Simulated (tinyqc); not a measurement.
Worked calculation: G0W0 on RHF in the sto-6g basis, for HF, spin multiplicity 1. Computed by tinyqc, a small Python program that keeps every step (integrals from PySCF). Settings: charge = 0, multiplicity = 1, basis = sto-6g, method = RHF, energy threshold = 1e-10, iteration cap = 50, orthogonalisation = symmetric, start = atomic densities, DIIS depth = 6. Command: `OMP_NUM_THREADS=1 python tinyqc.py 30634 30635 out.jsonl` (the two numbers bound the seeds that draw the settings). One thread of a shared host (Intel(R) Xeon(R) Processor @ 2.60GHz), about 0.1 s of CPU time with the checks. The early iterations of the SCF are left out here.

## One-electron integrals

Geometry (angstrom):
```
atom         x         y         z
F     0.000000  0.000000  0.000000
H     0.000000  0.000000  0.857000
```

Basis sto-6g: exponents (1/bohr^2) and contraction coefficients of normalised primitives:
```
element  l (shell)     exponent  coefficient
F            s (1)  1728.626574     0.009164
F            s (1)   316.941790     0.049361
F            s (1)    88.668891     0.168538
F            s (1)    30.460157     0.370563
F            s (1)    11.828570     0.416492
F            s (1)     4.871659     0.130334
F            s (2)    67.032281    -0.013253
F            s (2)    13.267438    -0.046992
F            s (2)     4.123510    -0.033785
F            s (2)     1.586463     0.250242
F            s (2)     0.689002     0.595117
F            s (2)     0.315820     0.240706
F            p (3)    67.032281     0.003760
F            p (3)    13.267438     0.037679
F            p (3)     4.123510     0.173897
F            p (3)     1.586463     0.418036
F            p (3)     0.689002     0.425860
F            p (3)     0.315820     0.101708
H            s (1)    35.523221     0.009164
H            s (1)     6.513144     0.049361
H            s (1)     1.822143     0.168538
H            s (1)     0.625955     0.370563
H            s (1)     0.243077     0.416492
H            s (1)     0.100112     0.130334
```

Overlap, kinetic and nuclear-attraction integrals over the contracted functions; the nuclear repulsion is the sum of Za Zb / Rab.

nuclear repulsion = 5.55728693 hartree

overlap S, order 1F 1s, 1F 2s, 1F 2px, 1F 2py, 1F 2pz, 2H 1s:
```
[[1.000000, 0.232479, 0.000000, 0.000000, 0.000000, 0.058111],
 [0.232479, 1.000000, 0.000000, 0.000000, 0.000000, 0.492757],
 [0.000000, 0.000000, 1.000000, 0.000000, 0.000000, 0.000000],
 [0.000000, 0.000000, 0.000000, 1.000000, 0.000000, 0.000000],
 [0.000000, 0.000000, 0.000000, 0.000000, 1.000000, 0.368162],
 [0.058111, 0.492757, 0.000000, 0.000000, 0.368162, 1.000000]]
```

kinetic energy T (hartree), order 1F 1s, 1F 2s, 1F 2px, 1F 2py, 1F 2pz, 2H 1s:
```
[[37.397730, -1.143349, 0.000000, 0.000000, 0.000000, 0.001850],
 [-1.143349, 1.082297, 0.000000, 0.000000, 0.000000, 0.162516],
 [0.000000, 0.000000, 3.251325, 0.000000, 0.000000, 0.000000],
 [0.000000, 0.000000, 0.000000, 3.251325, 0.000000, 0.000000],
 [0.000000, 0.000000, 0.000000, 0.000000, 3.251325, 0.322236],
 [0.001850, 0.162516, 0.000000, 0.000000, 0.322236, 0.768522]]
```

nuclear attraction V (hartree), order 1F 1s, 1F 2s, 1F 2px, 1F 2py, 1F 2pz, 2H 1s:
```
[[-78.439928, -8.009260, 0.000000, 0.000000, -0.018234, -2.304901],
 [-8.009260, -12.085284, 0.000000, 0.000000, -0.202169, -4.702035],
 [0.000000, 0.000000, -12.038874, 0.000000, 0.000000, 0.000000],
 [0.000000, 0.000000, 0.000000, -12.038874, 0.000000, 0.000000],
 [-0.018234, -0.202169, 0.000000, 0.000000, -12.176568, -3.169226],
 [-2.304901, -4.702035, 0.000000, 0.000000, -3.169226, -6.495633]]
```

core Hamiltonian H = T + V (hartree), order 1F 1s, 1F 2s, 1F 2px, 1F 2py, 1F 2pz, 2H 1s:
```
[[-41.042199, -9.152609, 0.000000, 0.000000, -0.018234, -2.303051],
 [-9.152609, -11.002988, 0.000000, 0.000000, -0.202169, -4.539519],
 [0.000000, 0.000000, -8.787548, 0.000000, 0.000000, 0.000000],
 [0.000000, 0.000000, 0.000000, -8.787548, 0.000000, 0.000000],
 [-0.018234, -0.202169, 0.000000, 0.000000, -8.925242, -2.846990],
 [-2.303051, -4.539519, 0.000000, 0.000000, -2.846990, -5.727111]]
```

## Two-electron integrals

Functions are numbered as in S; the eight-fold symmetry (ij|kl) = (ji|kl) = (kl|ij) leaves the list below.

Two-electron integrals (ij|kl) in chemists' order, unique and non-zero (hartree):
```
(11|11) 5.406240   (21|11) 0.768129   (21|21) 0.138909   (22|11) 1.266271
(22|21) 0.283987   (22|22) 0.926367   (31|31) 0.029452   (32|31) 0.044681
(32|32) 0.204753   (33|11) 1.266273   (33|21) 0.283987   (33|22) 0.926366
(33|33) 0.998085   (41|41) 0.029452   (42|41) 0.044681   (42|42) 0.204753
(43|43) 0.053789   (44|11) 1.266273   (44|21) 0.283987   (44|22) 0.926366
(44|33) 0.890506   (44|44) 0.998085   (51|51) 0.029452   (52|51) 0.044681
(52|52) 0.204753   (53|53) 0.053789   (54|54) 0.053789   (55|11) 1.266273
(55|21) 0.283987   (55|22) 0.926366   (55|33) 0.890506   (55|44) 0.890506
(55|55) 0.998085   (61|11) 0.205259   (61|21) 0.035552   (61|22) 0.070995
(61|33) 0.070869   (61|44) 0.070869   (61|51) 0.001533   (61|52) 0.002981
(61|55) 0.071246   (61|61) 0.009251   (62|11) 0.471278   (62|21) 0.107052
(62|22) 0.383794   (62|33) 0.378641   (62|44) 0.378641   (62|51) 0.007642
(62|52) 0.055060   (62|55) 0.394099   (62|61) 0.027338   (62|62) 0.188516
(63|31) 0.012493   (63|32) 0.069393   (63|53) 0.011752   (63|63) 0.029209
(64|41) 0.012493   (64|42) 0.069393   (64|54) 0.011752   (64|64) 0.029209
(65|11) 0.297559   (65|21) 0.068606   (65|22) 0.262919   (65|33) 0.251330
(65|44) 0.251330   (65|51) 0.016966   (65|52) 0.106399   (65|55) 0.286097
(65|61) 0.018385   (65|62) 0.158466   (65|65) 0.162066   (66|11) 0.583075
(66|21) 0.134885   (66|22) 0.550887   (66|33) 0.531579   (66|44) 0.531579
(66|51) 0.013539   (66|52) 0.131214   (66|55) 0.589503   (66|61) 0.034797
(66|62) 0.330496   (66|65) 0.322787   (66|66) 0.774999
```

## Orthogonalisation

S = U s U^T; symmetric (Loewdin) form X = U s^(-1/2) U^T, so that X^T S X = 1.

eigenvalues of S: [0.370612, 0.849769, 1.000000, 1.000000, 1.116908, 1.662711]

X, order 1F 1s, 1F 2s, 1F 2px, 1F 2py, 1F 2pz, 2H 1s:
```
[[1.022261, -0.131521, 0.000000, 0.000000, -0.008164, 0.022600],
 [-0.131521, 1.154248, 0.000000, 0.000000, 0.097651, -0.336384],
 [0.000000, 0.000000, 1.000000, 0.000000, 0.000000, 0.000000],
 [0.000000, 0.000000, 0.000000, 1.000000, 0.000000, 0.000000],
 [-0.008164, 0.097651, 0.000000, 0.000000, 1.071625, -0.247477],
 [0.022600, -0.336384, 0.000000, 0.000000, -0.247477, 1.201034]]
```

## Iteration 7 (converged): orbitals

converged F (hartree), order 1F 1s, 1F 2s, 1F 2px, 1F 2py, 1F 2pz, 2H 1s:
```
[[-26.228708, -6.369777, 0.000000, 0.000000, -0.026423, -1.602635],
 [-6.369777, -2.930936, 0.000000, 0.000000, -0.126978, -1.262556],
 [0.000000, 0.000000, -0.476307, 0.000000, 0.000000, 0.000000],
 [0.000000, 0.000000, 0.000000, -0.476307, 0.000000, 0.000000],
 [-0.026423, -0.126978, 0.000000, 0.000000, -0.420968, -0.612258],
 [-1.602635, -1.262556, 0.000000, 0.000000, -0.612258, -0.698071]]
```

Diagonalise F' = X^T F X, C = X C', fill 5 alpha and 5 beta electrons from the bottom; D = 2 C_occ C_occ^T. Each column has its largest component positive (the first on a tie).

F' = X^T F X (hartree):
```
[[-25.813889, -3.184957, 0.000000, 0.000000, -0.043722, -0.293935],
 [-3.184957, -1.656691, 0.000000, 0.000000, 0.107682, -0.650861],
 [0.000000, 0.000000, -0.476307, 0.000000, 0.000000, 0.000000],
 [0.000000, 0.000000, 0.000000, -0.476307, 0.000000, 0.000000],
 [-0.043722, 0.107682, 0.000000, 0.000000, -0.192547, -0.617170],
 [-0.293935, -0.650861, 0.000000, 0.000000, -0.617170, -0.004653]]
```

orbital energies (hartree): [-26.232174, -1.506295, -0.611572, -0.476307, -0.476307, 0.682261]

coefficients C, order 1F 1s, 1F 2s, 1F 2px, 1F 2py, 1F 2pz, 2H 1s:
```
[[0.996991, -0.234669, 0.081984, 0.000000, 0.000000, 0.084330],
 [0.013665, 0.922543, -0.465630, 0.000000, 0.000000, -0.635760],
 [0.000000, 0.000000, 0.000000, 0.990206, -0.139611, 0.000000],
 [0.000000, 0.000000, 0.000000, 0.139611, 0.990206, 0.000000],
 [0.002517, 0.110827, 0.712976, 0.000000, 0.000000, -0.835825],
 [-0.004078, 0.161914, 0.498203, 0.000000, 0.000000, 1.158859]]
```

D after iteration 7, order 1F 1s, 1F 2s, 1F 2px, 1F 2py, 1F 2pz, 2H 1s:
```
[[2.111563, -0.482084, 0.000000, 0.000000, 0.069908, -0.002435],
 [-0.482084, 2.136168, 0.000000, 0.000000, -0.459412, -0.165323],
 [0.000000, 0.000000, 2.000000, 0.000000, 0.000000, 0.000000],
 [0.000000, 0.000000, 0.000000, 2.000000, 0.000000, 0.000000],
 [0.069908, -0.459412, 0.000000, 0.000000, 1.041246, 0.746281],
 [-0.002435, -0.165323, 0.000000, 0.000000, 0.746281, 0.548878]]
```

Within a degenerate level the vectors are fixed only up to a rotation; this is one choice.

## Convergence

Stop when the energy changes by less than 1e-10 hartree and every element of the error matrix X^T (F D S - S D F) X is below 3e-06.

Course of the cycle:
```
iteration    E (hartree)     change  largest element of the error matrix
1          -100.47974707          -                             1.51e+00
2           -99.46224553   1.02e+00                             2.15e-01
3           -99.48645478  -2.42e-02                             3.15e-02
4           -99.48722299  -7.68e-04                             3.58e-03
5           -99.48723029  -7.30e-06                             9.74e-05
6           -99.48723030  -4.08e-09                             2.09e-06
7           -99.48723030  -1.98e-12                             1.41e-08
```

PySCF RHF in the same basis = -99.48723030 hartree

Converged in 7 iterations.

## Integrals over molecular orbitals

(pq|rs) = sum C_ip C_jq C_kr C_ls (ij|kl), one index at a time.

one-electron integrals over orbitals h = C^T H C (hartree):
```
[[-41.027975, 0.706411, -0.243062, 0.000000, 0.000000, -0.262364],
 [0.706411, -9.245203, 0.545522, 0.000000, 0.000000, 1.335232],
 [-0.243062, 0.545522, -7.893587, 0.000000, 0.000000, 1.725842],
 [0.000000, 0.000000, 0.000000, -8.787548, 0.000000, 0.000000],
 [0.000000, 0.000000, 0.000000, 0.000000, -8.787548, 0.000000],
 [-0.262364, 1.335232, 1.725842, 0.000000, 0.000000, -6.142406]]
```

Two-electron integrals over orbitals (pq|rs), unique and non-zero (hartree):
```
(11|11) 5.380230    (21|11) -0.510281   (21|21) 0.078401    (22|11) 1.209081
(22|21) -0.019699   (22|22) 0.862830    (31|11) 0.184063    (31|21) -0.025590
(31|22) 0.016239    (31|31) 0.026892    (32|11) -0.147957   (32|21) 0.010460
(32|22) -0.003927   (32|31) 0.020918    (32|32) 0.158831    (33|11) 1.049843
(33|21) -0.012230   (33|22) 0.772115    (33|31) -0.007214   (33|32) -0.061783
(33|33) 0.805892    (41|41) 0.030422    (42|41) 0.038560    (42|42) 0.178168
(43|41) -0.012765   (43|42) -0.046280   (43|43) 0.052946    (44|11) 1.265965
(44|21) -0.013484   (44|22) 0.876814    (44|31) 0.004666    (44|32) -0.075512
(44|33) 0.780956    (44|44) 0.998085    (51|51) 0.030422    (52|51) 0.038560
(52|52) 0.178168    (53|51) -0.012765   (53|52) -0.046280   (53|53) 0.052946
(54|54) 0.053789    (55|11) 1.265965    (55|21) -0.013484   (55|22) 0.876814
(55|31) 0.004666    (55|32) -0.075512   (55|33) 0.780956    (55|44) 0.890506
(55|55) 0.998085    (61|11) 0.198872    (61|21) -0.033633   (61|22) -0.000398
(61|31) -0.006192   (61|32) -0.025650   (61|33) 0.015173    (61|44) 0.004776
(61|55) 0.004776    (61|61) 0.030379    (62|11) -0.282821   (62|21) 0.006524
(62|22) -0.141790   (62|31) -0.020682   (62|32) -0.034975   (62|33) -0.049396
(62|44) -0.140883   (62|55) -0.140883   (62|61) 0.013827    (62|62) 0.100829
(63|11) -0.329307   (63|21) 0.005285    (63|22) -0.142722   (63|31) 0.002720
(63|32) 0.091701    (63|33) -0.132591   (63|44) -0.178267   (63|55) -0.178267
(63|61) -0.006170   (63|62) 0.061280    (63|63) 0.156957    (64|41) -0.012041
(64|42) -0.046296   (64|43) -0.011353   (64|64) 0.032405    (65|51) -0.012041
(65|52) -0.046296   (65|53) -0.011353   (65|65) 0.032405    (66|11) 0.904633
(66|21) -0.008806   (66|22) 0.697121    (66|31) 0.017946    (66|32) 0.077933
(66|33) 0.671025    (66|44) 0.658021    (66|55) 0.658021    (66|61) -0.010007
(66|62) -0.070607   (66|63) -0.009140   (66|66) 0.723125
```

## Screening: direct RPA

With D = e_a - e_i and K = (ia|jb): diagonalise D^(1/2) (D + 4K) D^(1/2) = Z w^2 Z^T; X + Y = D^(1/2) Z w^(-1/2), each column of Z with its largest component positive (the first on a tie); E_c = (sum w - tr (D + 2K)) / 2.

D^(1/2) (D + 4K) D^(1/2) (hartree^2), order 1>6, 2>6, 3>6, 4>6, 5>6:
```
[[727.657292, 0.424494, -0.145629, 0.000000, 0.000000],
 [0.424494, 5.672458, 0.412475, 0.000000, 0.000000],
 [-0.145629, 0.412475, 2.486309, 0.000000, 0.000000],
 [0.000000, 0.000000, 0.000000, 1.492456, 0.000000],
 [0.000000, 0.000000, 0.000000, 0.000000, 1.492456]]
```

excitation energies w (hartree): [1.221661, 1.221661, 1.560039, 2.392648, 26.975129]

X + Y, order 1>6, 2>6, 3>6, 4>6, 5>6:
```
[[0.000000, 0.000000, 0.001135, -0.001871, 0.998874],
 [0.000000, 0.000000, -0.149679, 0.948732, 0.000167],
 [0.000000, 0.000000, 0.903391, 0.092929, -0.000044],
 [-0.184331, 0.956231, 0.000000, 0.000000, 0.000000],
 [0.956231, 0.184331, 0.000000, 0.000000, 0.000000]]
```

RPA correlation energy = -0.02438644 hartree

Within a degenerate level the vectors are fixed only up to a rotation; this is one choice.

## G0W0 on Hartree-Fock: HOMO

W(p,q,m) = sqrt2 sum_ia (pq|ia) (X+Y)_ia,m; Sigma_c(x) = sum_(i,m) W^2/(x - e_i + w_m) + sum_(a,m) W^2/(x - e_a - w_m); solve x = e_p + Sigma_c(x) by Newton steps; Z = 1/(1 - dSigma/dx); 1 hartree = 27.211386 eV.

The 12 largest terms at x = e_p (hartree; W for the signs of X + Y given):
```
q  m          W       term
5  3  -0.197922   0.025110
5  4  -0.212465   0.018867
2  1  -0.062607   0.001741
6  1   0.043822  -0.000807
3  1  -0.015353   0.000174
2  2  -0.012069   0.000065
6  2   0.008447  -0.000030
1  1  -0.016283   0.000010
3  2  -0.002960   0.000006
5  5   0.006724   1.68e-06
1  2  -0.003139   3.65e-07
```

Newton steps (hartree):
```
step          x  Sigma_c(x)         Z
0     -0.476307    0.045138  0.975355
1     -0.432282    0.044052  0.976478
2     -0.432256    0.044051  0.976478
```

quasiparticle energy of the HOMO = -11.762295 eV

Hartree-Fock value = -12.960984 eV

## G0W0 on Hartree-Fock: LUMO

As before.

The 12 largest terms at x = e_p (hartree; W for the signs of X + Y given):
```
q  m          W       term
3  3   0.187545   0.012325
2  4   0.143300   0.004482
6  4  -0.095909  -0.003845
3  4   0.102864   0.002870
2  3   0.056970   0.000866
5  1   0.043822   0.000807
4  2   0.043822   0.000807
1  5   0.042917   0.000034
4  1  -0.008447   0.000030
5  2   0.008447   0.000030
2  5   0.019553   0.000013
1  4   0.017661   0.000011
```

Newton steps (hartree):
```
step         x  Sigma_c(x)         Z
0     0.682261    0.018423  0.991451
1     0.700526    0.018266  0.991508
2     0.700527    0.018266  0.991508
```

quasiparticle energy of the LUMO = 19.062305 eV

Hartree-Fock value = 18.565273 eV
